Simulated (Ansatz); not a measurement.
CH4 beside SiH3F: one fragment in the basis of the whole pair (the partner's atoms are ghosts).

Input (in.yaml):

```yaml
crystal:
  periodic: [false, false, false]
  atoms:
    - {symbol: C, position_ang: [-0.072117, -0.152006, -1.886286]}
    - {symbol: H, position_ang: [-0.303320, -0.356966, -2.931298]}
    - {symbol: H, position_ang: [-0.810461, -0.638611, -1.249424]}
    - {symbol: H, position_ang: [-0.095033, 0.924504, -1.716358]}
    - {symbol: H, position_ang: [0.921081, -0.536697, -1.654390]}
basis:
  gaussian:
    orbitals: def2-SVP
    ghost_atoms:
      - {symbol: Si, position_ang: [0.104441, 0.175485, 1.895595]}
      - {symbol: F, position_ang: [-1.147951, -0.740483, 1.501738]}
      - {symbol: H, position_ang: [0.150848, 0.278951, 3.373422]}
      - {symbol: H, position_ang: [-0.083117, 1.512866, 1.286719]}
      - {symbol: H, position_ang: [1.335730, -0.466943, 1.380184]}
hamiltonian: {xc: lda}
```

Launched with

```bash
ansatz run in.yaml --threads 4 --pin off --events-out ev --progress --plain --max-ram 9574MiB
```

The run's output (Ansatz 0.2.0):

```
Functional definition: SPW92
  name "SPW92"
  cite "Dirac, Proc. Camb. Phil. Soc. 26, 376 (1930) doi:10.1017/S0305004100016108"
  cite "Slater, Phys. Rev. 81, 385 (1951) doi:10.1103/PhysRev.81.385"
  cite "Perdew & Wang, Phys. Rev. B 45, 13244 (1992) doi:10.1103/PhysRevB.45.13244"
  exchange = slater_x
  correlation = pw_c
764 factors; their error is unknown
mean field evaluation 1: about -1083.8050 eV, gradient 5.1e1 eV
mean field evaluation 2: about -1076.9115 eV, gradient 6.8e1 eV
mean field evaluation 4: about -1090.2715 eV, gradient 1.2e-1 eV
mean field evaluation 8: about -1090.2610 eV, gradient 9.5e-2 eV
mean field -1090.26099346 eV, -40.0663525042 hartree, gradient 2.8e-5 eV, S^2 0.000000; 0 other end points of the search recorded, 0 dependent functions left out
reference -1090.26101959 eV, -40.0663534643 hartree; 5, 5 occupied and 76, 76 virtual orbitals, 764 factors
Total energy: -1090.26101959 eV, -40.0663534643 hartree
```

The lines “mean field evaluation” count trial sets of orbitals through the whole run, from several starts and some on an approximate energy, so they need not fall steadily or lie above the final value.

The run took about 0.2 s on 4 CPU threads of an Arm Neoverse V2 (shared host).
